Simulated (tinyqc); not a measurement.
Worked calculation: RHF in the sto-3g basis, for OH-, spin multiplicity 1. The basis has no diffuse functions, so it cannot describe the extra electron: this is an exercise in the method, not the real anion. Computed by tinyqc, a small Python program that keeps every step (integrals from PySCF). Settings: charge = -1, multiplicity = 1, basis = sto-3g, energy threshold = 1e-09, iteration cap = 56, orthogonalisation = symmetric, start = core, DIIS depth = 0, method = RHF. Command: `OMP_NUM_THREADS=1 python tinyqc.py 24256 24257 out.jsonl` (the two numbers bound the seeds that draw the settings). One thread of a shared host (Intel(R) Xeon(R) Processor @ 2.60GHz), about 0.05 s of CPU time with the checks. Later iterations appear only in the table of the cycle.

## One-electron integrals

Geometry (angstrom):
```
atom        x        y        z
O     0.00000  0.00000  0.00000
H     0.00000  0.00000  0.98900
```

Basis sto-3g: exponents (1/bohr^2) and contraction coefficients of normalised primitives:
```
element  l (shell)   exponent  coefficient
O            s (1)  130.70932      0.15433
O            s (1)   23.80886      0.53533
O            s (1)    6.44361      0.44463
O            s (2)    5.03315     -0.09997
O            s (2)    1.16960      0.39951
O            s (2)    0.38039      0.70012
O            p (3)    5.03315      0.15592
O            p (3)    1.16960      0.60768
O            p (3)    0.38039      0.39196
H            s (1)    3.42525      0.15433
H            s (1)    0.62391      0.53533
H            s (1)    0.16886      0.44463
```

Overlap, kinetic and nuclear-attraction integrals over the contracted functions; the nuclear repulsion is the sum of Za Zb / Rab.

nuclear repulsion = 4.2805032 hartree

overlap S, lower triangle:
```
          1O 1s    1O 2s   1O 2px   1O 2py   1O 2pz    2H 1s
1O 1s   1.00000
1O 2s   0.23670  1.00000
1O 2px  0.00000  0.00000  1.00000
1O 2py  0.00000  0.00000  0.00000  1.00000
1O 2pz  0.00000  0.00000  0.00000  0.00000  1.00000
2H 1s   0.05005  0.45417  0.00000  0.00000  0.38219  1.00000
```

kinetic energy T (hartree), lower triangle:
```
           1O 1s    1O 2s   1O 2px   1O 2py   1O 2pz    2H 1s
1O 1s   29.00320
1O 2s   -0.16801  0.80813
1O 2px   0.00000  0.00000  2.52873
1O 2py   0.00000  0.00000  0.00000  2.52873
1O 2pz   0.00000  0.00000  0.00000  0.00000  2.52873
2H 1s   -0.00452  0.11387  0.00000  0.00000  0.26038  0.76003
```

nuclear attraction V (hartree), lower triangle:
```
            1O 1s     1O 2s    1O 2px    1O 2py    1O 2pz     2H 1s
1O 1s   -61.15352
1O 2s    -7.30973  -9.58119
1O 2px    0.00000   0.00000  -9.46962
1O 2py    0.00000   0.00000   0.00000  -9.46962
1O 2pz   -0.01454  -0.17293   0.00000   0.00000  -9.58570
2H 1s    -1.58959  -3.45129   0.00000   0.00000  -2.62756  -5.36976
```

core Hamiltonian H = T + V (hartree), lower triangle:
```
            1O 1s     1O 2s    1O 2px    1O 2py    1O 2pz     2H 1s
1O 1s   -32.15032
1O 2s    -7.47774  -8.77306
1O 2px    0.00000   0.00000  -6.94089
1O 2py    0.00000   0.00000   0.00000  -6.94089
1O 2pz   -0.01454  -0.17293   0.00000   0.00000  -7.05697
2H 1s    -1.59412  -3.33741   0.00000   0.00000  -2.36718  -4.60973
```

## Two-electron integrals

Functions are numbered as in S; the eight-fold symmetry (ij|kl) = (ji|kl) = (kl|ij) leaves the list below.

Two-electron integrals (ij|kl) in chemists' order, unique and non-zero (hartree):
```
(11|11) 4.78507   (21|11) 0.74138   (21|21) 0.13687   (22|11) 1.11895
(22|21) 0.25663   (22|22) 0.81721   (31|31) 0.02448   (32|31) 0.03781
(32|32) 0.18052   (33|11) 1.11581   (33|21) 0.25668   (33|22) 0.81702
(33|33) 0.88016   (41|41) 0.02448   (42|41) 0.03781   (42|42) 0.18052
(43|43) 0.04744   (44|11) 1.11581   (44|21) 0.25668   (44|22) 0.81702
(44|33) 0.78527   (44|44) 0.88016   (51|51) 0.02448   (52|51) 0.03781
(52|52) 0.18052   (53|53) 0.04744   (54|54) 0.04744   (55|11) 1.11581
(55|21) 0.25668   (55|22) 0.81702   (55|33) 0.78527   (55|44) 0.78527
(55|55) 0.88016   (61|11) 0.15913   (61|21) 0.02913   (61|22) 0.05424
(61|33) 0.05414   (61|44) 0.05414   (61|51) 0.00134   (61|52) 0.00251
(61|55) 0.05446   (61|61) 0.00628   (62|11) 0.38197   (62|21) 0.08868
(62|22) 0.31205   (62|33) 0.30679   (62|44) 0.30679   (62|51) 0.00665
(62|52) 0.05051   (62|55) 0.32227   (62|61) 0.01923   (62|62) 0.14677
(63|31) 0.00934   (63|32) 0.05415   (63|53) 0.01053   (63|63) 0.02107
(64|41) 0.00934   (64|42) 0.05415   (64|54) 0.01053   (64|64) 0.02107
(65|11) 0.27286   (65|21) 0.06418   (65|22) 0.24116   (65|33) 0.23018
(65|44) 0.23018   (65|51) 0.01356   (65|52) 0.09118   (65|55) 0.26284
(65|61) 0.01454   (65|62) 0.13777   (65|65) 0.14892   (66|11) 0.51725
(66|21) 0.12204   (66|22) 0.49197   (66|33) 0.47201   (66|44) 0.47201
(66|51) 0.01200   (66|52) 0.12508   (66|55) 0.53129   (66|61) 0.02671
(66|62) 0.28948   (66|65) 0.31029   (66|66) 0.77461
```

## Orthogonalisation

S = U s U^T; symmetric (Loewdin) form X = U s^(-1/2) U^T, so that X^T S X = 1.

eigenvalues of S: 0.39077  0.83959  1.00000  1.00000  1.13116  1.63848

X, lower triangle:
```
           1O 1s     1O 2s   1O 2px   1O 2py    1O 2pz    2H 1s
1O 1s    1.02310
1O 2s   -0.13320   1.13240
1O 2px   0.00000   0.00000  1.00000
1O 2py   0.00000   0.00000  0.00000  1.00000
1O 2pz  -0.00862   0.09102  0.00000  0.00000   1.07500
2H 1s    0.02356  -0.30309  0.00000  0.00000  -0.25056  1.18203
```

## Starting guess

The start is the orbitals of the core Hamiltonian; D = 2 C_occ C_occ^T.

D at the start, lower triangle:
```
           1O 1s     1O 2s   1O 2px   1O 2py    1O 2pz    2H 1s
1O 1s    2.12680
1O 2s   -0.55390   2.41692
1O 2px   0.00000   0.00000  2.00000
1O 2py   0.00000   0.00000  0.00000  2.00000
1O 2pz  -0.04602   0.27806  0.00000  0.00000   2.25204
2H 1s    0.08813  -0.38534  0.00000  0.00000  -0.41142  0.12214
```

## Iteration 1: building the Fock matrix

J_ij = sum D_kl (ij|kl), K_ij = sum D_kl (ik|jl); F = H + J - 0.5 K; E = tr D H + tr D J / 2 - 0.25 tr D K + E_nn.

Coulomb J (hartree), lower triangle:
```
           1O 1s     1O 2s   1O 2px   1O 2py   1O 2pz    2H 1s
1O 1s   18.60843
1O 2s    3.54909   8.80938
1O 2px   0.00000   0.00000  8.80411
1O 2py   0.00000   0.00000  0.00000  8.80411
1O 2pz   0.00419  -0.00133  0.00000  0.00000  8.79652
2H 1s    0.75535   3.26105  0.00000  0.00000  2.46596  4.92781
```

exchange K (hartree), lower triangle:
```
          1O 1s    1O 2s   1O 2px   1O 2py   1O 2pz    2H 1s
1O 1s   9.84470
1O 2s   1.71755  2.86204
1O 2px  0.00000  0.00000  2.36235
1O 2py  0.00000  0.00000  0.00000  2.36235
1O 2pz  0.00167  0.00440  0.00000  0.00000  2.35243
2H 1s   0.38411  0.93052  0.00000  0.00000  0.52484  0.46259
```

Fock matrix F (hartree), lower triangle:
```
            1O 1s     1O 2s   1O 2px   1O 2py    1O 2pz    2H 1s
1O 1s   -18.46424
1O 2s    -4.78743  -1.39470
1O 2px    0.00000   0.00000  0.68204
1O 2py    0.00000   0.00000  0.00000  0.68204
1O 2pz   -0.01119  -0.17645  0.00000  0.00000   0.56333
2H 1s    -1.03083  -0.54162  0.00000  0.00000  -0.16365  0.08679
```

total energy of this density = -72.9339485 hartree

## Iteration 1: diagonalisation and new density

Diagonalise F' = X^T F X, C = X C', fill 5 alpha and 5 beta electrons from the bottom; D = 2 C_occ C_occ^T. Each column has its largest component positive (the first on a tie).

F' = X^T F X (hartree), lower triangle:
```
           1         2        3        4         5        6
1  -18.09347
2   -2.61736  -0.39773
3    0.00000   0.00000  0.68204
4    0.00000   0.00000  0.00000  0.68204
5   -0.02349  -0.02455  0.00000  0.00000   0.72512
6   -0.15714  -0.40889  0.00000  0.00000  -0.39782  0.48757
```

orbital energies (hartree): MO1 -18.47495, MO2 -0.27185, MO3 0.39994, MO4 0.68204, MO5 0.68204, MO6 1.06835

coefficients C:
```
             MO1       MO2       MO3      MO4       MO5       MO6
1O 1s    0.99357  -0.22362  -0.14944  0.00000   0.00000   0.07470
1O 2s    0.02745   0.79192   0.71939  0.00000   0.00000  -0.50478
1O 2px   0.00000   0.00000   0.00000  0.17758   0.98411   0.00000
1O 2py   0.00000   0.00000   0.00000  0.98411  -0.17758   0.00000
1O 2pz   0.00345   0.18723  -0.50052  0.00000   0.00000  -0.97014
2H 1s   -0.00720   0.32028  -0.65417  0.00000   0.00000   1.01086
```

D after iteration 1, lower triangle:
```
           1O 1s     1O 2s   1O 2px   1O 2py   1O 2pz    2H 1s
1O 1s    2.11905
1O 2s   -0.51465   2.29081
1O 2px   0.00000   0.00000  2.00000
1O 2py   0.00000   0.00000  0.00000  2.00000
1O 2pz   0.07271  -0.42339  0.00000  0.00000  0.57117
2H 1s    0.03797  -0.43432  0.00000  0.00000  0.77473  1.06114
```

Within a degenerate level the vectors are fixed only up to a rotation; this is one choice.

## Iteration 2: building the Fock matrix

As before.

Coulomb J (hartree), lower triangle:
```
           1O 1s    1O 2s   1O 2px   1O 2py   1O 2pz    2H 1s
1O 1s   17.69251
1O 2s    3.34551  8.34254
1O 2px   0.00000  0.00000  8.34642
1O 2py   0.00000  0.00000  0.00000  8.34642
1O 2pz  -0.00038  0.08297  0.00000  0.00000  8.31094
2H 1s    0.71188  3.19706  0.00000  0.00000  2.50165  5.23809
```

exchange K (hartree), lower triangle:
```
          1O 1s     1O 2s   1O 2px   1O 2py   1O 2pz    2H 1s
1O 1s   9.79767
1O 2s   1.66648   2.69281
1O 2px  0.00000   0.00000  2.30113
1O 2py  0.00000   0.00000  0.00000  2.30113
1O 2pz  0.00780  -0.05842  0.00000  0.00000  1.60609
2H 1s   0.37128   1.09183  0.00000  0.00000  0.87906  1.43783
```

Fock matrix F (hartree), lower triangle:
```
            1O 1s     1O 2s   1O 2px   1O 2py    1O 2pz     2H 1s
1O 1s   -19.35664
1O 2s    -4.96548  -1.77693
1O 2px    0.00000   0.00000  0.25496
1O 2py    0.00000   0.00000  0.00000  0.25496
1O 2pz   -0.01882  -0.06074  0.00000  0.00000   0.45092
2H 1s    -1.06788  -0.68627  0.00000  0.00000  -0.30507  -0.09055
```

total energy of this density = -74.0521098 hartree

## Iteration 2: diagonalisation and new density

As before.

F' = X^T F X (hartree), lower triangle:
```
           1         2        3        4         5        6
1  -18.98636
2   -2.64820  -0.73907
3    0.00000   0.00000  0.25496
4    0.00000   0.00000  0.00000  0.25496
5   -0.05026   0.15037  0.00000  0.00000   0.68653
6   -0.15612  -0.48381  0.00000  0.00000  -0.56022  0.40269
```

orbital energies (hartree): MO1 -19.36549, MO2 -0.58453, MO3 0.08441, MO4 0.25496, MO5 0.25496, MO6 1.22939

coefficients C:
```
             MO1       MO2       MO3       MO4      MO5       MO6
1O 1s    0.99428  -0.23896   0.11003   0.00000  0.00000   0.08550
1O 2s    0.02457   0.87448  -0.57779   0.00000  0.00000  -0.54868
1O 2px   0.00000   0.00000   0.00000   0.99970  0.02454   0.00000
1O 2py   0.00000   0.00000   0.00000  -0.02454  0.99970   0.00000
1O 2pz   0.00334   0.06696   0.53766   0.00000  0.00000  -0.96601
2H 1s   -0.00647   0.25356   0.68207   0.00000  0.00000   1.01136
```

D after iteration 2, lower triangle:
```
           1O 1s     1O 2s   1O 2px   1O 2py   1O 2pz    2H 1s
1O 1s    2.11559
1O 2s   -0.49624   2.19832
1O 2px   0.00000   0.00000  2.00000
1O 2py   0.00000   0.00000  0.00000  2.00000
1O 2pz   0.09296  -0.50404  0.00000  0.00000  0.58715
2H 1s    0.01604  -0.34502  0.00000  0.00000  0.76736  1.05911
```

Within a degenerate level the vectors are fixed only up to a rotation; this is one choice.

## Iteration 3: building the Fock matrix

As before.

Coulomb J (hartree), lower triangle:
```
           1O 1s    1O 2s   1O 2px   1O 2py   1O 2pz    2H 1s
1O 1s   17.67376
1O 2s    3.34171  8.33439
1O 2px   0.00000  0.00000  8.33707
1O 2py   0.00000  0.00000  0.00000  8.33707
1O 2pz  -0.00458  0.06270  0.00000  0.00000  8.30524
2H 1s    0.71079  3.19016  0.00000  0.00000  2.49194  5.22848
```

exchange K (hartree), lower triangle:
```
          1O 1s     1O 2s   1O 2px   1O 2py   1O 2pz    2H 1s
1O 1s   9.79434
1O 2s   1.66755   2.67989
1O 2px  0.00000   0.00000  2.29557
1O 2py  0.00000   0.00000  0.00000  2.29557
1O 2pz  0.00655  -0.11174  0.00000  0.00000  1.61628
2H 1s   0.37104   1.09620  0.00000  0.00000  0.86403  1.45007
```

Fock matrix F (hartree), lower triangle:
```
            1O 1s     1O 2s   1O 2px   1O 2py    1O 2pz     2H 1s
1O 1s   -19.37372
1O 2s    -4.96980  -1.77862
1O 2px    0.00000   0.00000  0.24839
1O 2py    0.00000   0.00000  0.00000  0.24839
1O 2pz   -0.02240  -0.05436  0.00000  0.00000   0.44013
2H 1s    -1.06885  -0.69536  0.00000  0.00000  -0.30726  -0.10628
```

total energy of this density = -74.0598411 hartree

## Iteration 3: diagonalisation and new density

As before.

F' = X^T F X (hartree), lower triangle:
```
           1         2        3        4         5        6
1  -19.00301
2   -2.65138  -0.73409
3    0.00000   0.00000  0.24839
4    0.00000   0.00000  0.00000  0.24839
5   -0.05530   0.15992  0.00000  0.00000   0.67597
6   -0.15420  -0.49293  0.00000  0.00000  -0.55951  0.38868
```

orbital energies (hartree): MO1 -19.38260, MO2 -0.58933, MO3 0.07477, MO4 0.24839, MO5 0.24839, MO6 1.22470

coefficients C:
```
             MO1       MO2       MO3       MO4      MO5       MO6
1O 1s    0.99427  -0.23757   0.11094   0.00000  0.00000   0.08822
1O 2s    0.02460   0.86626  -0.58039   0.00000  0.00000  -0.55887
1O 2px   0.00000   0.00000   0.00000   0.99356  0.11335   0.00000
1O 2py   0.00000   0.00000   0.00000  -0.11335  0.99356   0.00000
1O 2pz   0.00354   0.06179   0.54171   0.00000  0.00000  -0.96409
2H 1s   -0.00655   0.26634   0.67588   0.00000  0.00000   1.01223
```

D after iteration 3, lower triangle:
```
           1O 1s     1O 2s   1O 2px   1O 2py   1O 2pz    2H 1s
1O 1s    2.11465
1O 2s   -0.49146   2.17575
1O 2px   0.00000   0.00000  2.00000
1O 2py   0.00000   0.00000  0.00000  2.00000
1O 2pz   0.09787  -0.52158  0.00000  0.00000  0.59457
2H 1s    0.01039  -0.32344  0.00000  0.00000  0.76514  1.05560
```

Within a degenerate level the vectors are fixed only up to a rotation; this is one choice.

## Iteration 4: building the Fock matrix

As before.

Coulomb J (hartree), lower triangle:
```
           1O 1s    1O 2s   1O 2px   1O 2py   1O 2pz    2H 1s
1O 1s   17.67101
1O 2s    3.34122  8.33346
1O 2px   0.00000  0.00000  8.33580
1O 2py   0.00000  0.00000  0.00000  8.33580
1O 2pz  -0.00550  0.05805  0.00000  0.00000  8.30499
2H 1s    0.71062  3.18878  0.00000  0.00000  2.48977  5.22582
```

exchange K (hartree), lower triangle:
```
          1O 1s     1O 2s   1O 2px   1O 2py   1O 2pz    2H 1s
1O 1s   9.79343
1O 2s   1.66801   2.67683
1O 2px  0.00000   0.00000  2.29429
1O 2py  0.00000   0.00000  0.00000  2.29429
1O 2pz  0.00668  -0.12330  0.00000  0.00000  1.62117
2H 1s   0.37100   1.09709  0.00000  0.00000  0.86089  1.45145
```

Fock matrix F (hartree), lower triangle:
```
            1O 1s     1O 2s   1O 2px   1O 2py    1O 2pz     2H 1s
1O 1s   -19.37602
1O 2s    -4.97053  -1.77802
1O 2px    0.00000   0.00000  0.24776
1O 2py    0.00000   0.00000  0.00000  0.24776
1O 2pz   -0.02338  -0.05323  0.00000  0.00000   0.43744
2H 1s    -1.06899  -0.69718  0.00000  0.00000  -0.30786  -0.10963
```

total energy of this density = -74.0602373 hartree

## Iteration 4: diagonalisation and new density

As before.

F' = X^T F X (hartree), lower triangle:
```
           1         2        3        4         5        6
1  -19.00518
2   -2.65218  -0.73194
3    0.00000   0.00000  0.24776
4    0.00000   0.00000  0.00000  0.24776
5   -0.05659   0.16177  0.00000  0.00000   0.67330
6   -0.15368  -0.49500  0.00000  0.00000  -0.55937  0.38574
```

orbital energies (hartree): MO1 -19.38491, MO2 -0.58966, MO3 0.07286, MO4 0.24776, MO5 0.24776, MO6 1.22362

coefficients C:
```
             MO1       MO2       MO3       MO4      MO5       MO6
1O 1s    0.99427  -0.23717   0.11129   0.00000  0.00000   0.08887
1O 2s    0.02461   0.86397  -0.58145   0.00000  0.00000  -0.56132
1O 2px   0.00000   0.00000   0.00000   0.96589  0.25897   0.00000
1O 2py   0.00000   0.00000   0.00000  -0.25897  0.96589   0.00000
1O 2pz   0.00360   0.06104   0.54286   0.00000  0.00000  -0.96349
2H 1s   -0.00658   0.26971   0.67399   0.00000  0.00000   1.01260
```

D after iteration 4, lower triangle:
```
           1O 1s     1O 2s   1O 2px   1O 2py   1O 2pz    2H 1s
1O 1s    2.11442
1O 2s   -0.49029   2.17026
1O 2px   0.00000   0.00000  2.00000
1O 2py   0.00000   0.00000  0.00000  2.00000
1O 2pz   0.09903  -0.52563  0.00000  0.00000  0.59687
2H 1s    0.00900  -0.31806  0.00000  0.00000  0.76464  1.05410
```

Within a degenerate level the vectors are fixed only up to a rotation; this is one choice.

## Iteration 9 (converged): orbitals

converged F (hartree), lower triangle:
```
            1O 1s     1O 2s   1O 2px   1O 2py    1O 2pz     2H 1s
1O 1s   -19.37625
1O 2s    -4.97066  -1.77760
1O 2px    0.00000   0.00000  0.24782
1O 2py    0.00000   0.00000  0.00000  0.24782
1O 2pz   -0.02369  -0.05298  0.00000  0.00000   0.43659
2H 1s    -1.06902  -0.69771  0.00000  0.00000  -0.30809  -0.11063
```

As before.

F' = X^T F X (hartree), lower triangle:
```
           1         2        3        4         5        6
1  -19.00537
2   -2.65243  -0.73103
3    0.00000   0.00000  0.24782
4    0.00000   0.00000  0.00000  0.24782
5   -0.05699   0.16226  0.00000  0.00000   0.67246
6   -0.15351  -0.49566  0.00000  0.00000  -0.55935  0.38489
```

orbital energies (hartree): MO1 -19.38514, MO2 -0.58960, MO3 0.07236, MO4 0.24782, MO5 0.24782, MO6 1.22332

coefficients C:
```
             MO1       MO2       MO3      MO4       MO5       MO6
1O 1s    0.99427  -0.23703   0.11144  0.00000   0.00000   0.08908
1O 2s    0.02462   0.86315  -0.58192  0.00000   0.00000  -0.56210
1O 2px   0.00000   0.00000   0.00000  0.99605  -0.08878   0.00000
1O 2py   0.00000   0.00000   0.00000  0.08878   0.99605   0.00000
1O 2pz   0.00361   0.06093   0.54325  0.00000   0.00000  -0.96328
2H 1s   -0.00659   0.27087   0.67330  0.00000   0.00000   1.01275
```

D after iteration 9, lower triangle:
```
           1O 1s     1O 2s   1O 2px   1O 2py   1O 2pz    2H 1s
1O 1s    2.11434
1O 2s   -0.48992   2.16851
1O 2px   0.00000   0.00000  2.00000
1O 2py   0.00000   0.00000  0.00000  2.00000
1O 2pz   0.09938  -0.52689  0.00000  0.00000  0.59769
2H 1s    0.00856  -0.31632  0.00000  0.00000  0.76450  1.05349
```

Within a degenerate level the vectors are fixed only up to a rotation; this is one choice.

## Convergence

Stop when the energy changes by less than 1e-09 hartree and every element of the error matrix X^T (F D S - S D F) X is below 9e-06.

Course of the cycle:
```
iteration  E (hartree)     change  largest element of the error matrix
1          -72.9339485          -                             7.95e-01
2          -74.0521098  -1.12e+00                             1.06e-01
3          -74.0598411  -7.73e-03                             2.34e-02
4          -74.0602373  -3.96e-04                             5.50e-03
5          -74.0602594  -2.21e-05                             1.32e-03
6          -74.0602606  -1.26e-06                             3.16e-04
7          -74.0602607  -7.30e-08                             7.60e-05
8          -74.0602607  -4.22e-09                             1.83e-05
9          -74.0602607  -2.44e-10                             4.39e-06
```

PySCF RHF in the same basis = -74.0602607 hartree

Converged in 9 iterations.

## Populations, bond orders and dipole

Mulliken: Z minus the diagonal of D S on the atom; Loewdin: the same with S^(1/2) D S^(1/2); Mayer order: 2 sum_s sum (D(s) S)_ij (D(s) S)_ji over the two atoms.

Charges (e):
```
atom  Mulliken   Loewdin
1O    -0.79756  -0.80528
2H    -0.20244  -0.19472
```

Mayer bond orders:
```
pair    order
2-1   0.95902
```

dipole moment about the origin, x y z (debye): 0.00000  0.00000  -0.32850
